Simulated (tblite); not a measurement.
C₆H₁₁ (doublet state).
Bonds: C1–C2, C2–C3, C3–C4, C4–C5, C5–C6, C3–C6. Hydrogens: H7, H8, H9 on C1; H10 on C2; H11 on C3; H12, H13 on C4; H14, H15 on C5; H16, H17 on C6.

The geometry is computed with GFN2-xTB (gas phase). This method treats the open shell by occupation alone, without spin polarisation.

Some entries are withheld. Bonds in one row agree within 0.01 Å.

```
         coordinate    value
              C1–C2        ?
              C2–C3  1.460 Å
       C3–C4, C3–C6        ?
       C4–C5, C5–C6        ?
C1–H7, C1–H8, C1–H9  1.093 Å
             C2–H10  1.078 Å
             C3–H11  1.091 Å
     C4–H12, C6–H17  1.088 Å
     C4–H13, C6–H16  1.088 Å
             C5–H14  1.088 Å
             C5–H15  1.088 Å
           C1–C2–C3        ?
           C2–C3–C4   117.6°
           C4–C3–C6        ?
           C3–C4–C5        ?
           C4–C5–C6    89.5°
```

Problem. Fill in the missing values.

Solution. 
- C1–C2 = 1.478 Å, drawn single (ends: carbon bonded to C and 3 H; carbon bonded to 2 C and H); 0.01 Å below the sum of covalent radii, 1.49 Å.
- C3–C4, C3–C6 = 1.559 Å, drawn single (ends: carbon bonded to 3 C and H; carbon bonded to 2 C and 2 H); 0.04 Å above the sum of covalent radii, 1.52 Å.
- C4–C5, C5–C6 = 1.532 Å, drawn single (both ends carbon bonded to 2 C and 2 H); 0.01 Å above the sum of covalent radii, 1.52 Å.
- C1–C2–C3 = 123.9°, at the carbon bonded to 2 C and H; the outer atoms are 2.593 Å apart.
- C4–C3–C6 = 87.5°, at the carbon bonded to 3 C and H, inside a 4-membered ring; the outer atoms are 2.157 Å apart.
- C3–C4–C5 = 90.0°, at the carbon bonded to 2 C and 2 H, inside a 4-membered ring; the outer atoms are 2.186 Å apart.

Radii are Cordero's, carbon taken as 0.76, 0.73 or 0.69 Å for four, three, and two or fewer neighbours.

Its lowest GFN2-xTB frequency is 15 cm⁻¹, too small to tell a flat minimum from a shallow saddle. Torsions: C1–C2–C3–C4 -127°, C2–C3–C4–C5 -133°, C3–C4–C5–C6 13°, C4–C5–C6–C3 -13°, C2–C3–C6–C5 133°.

One conformer stands for the species.
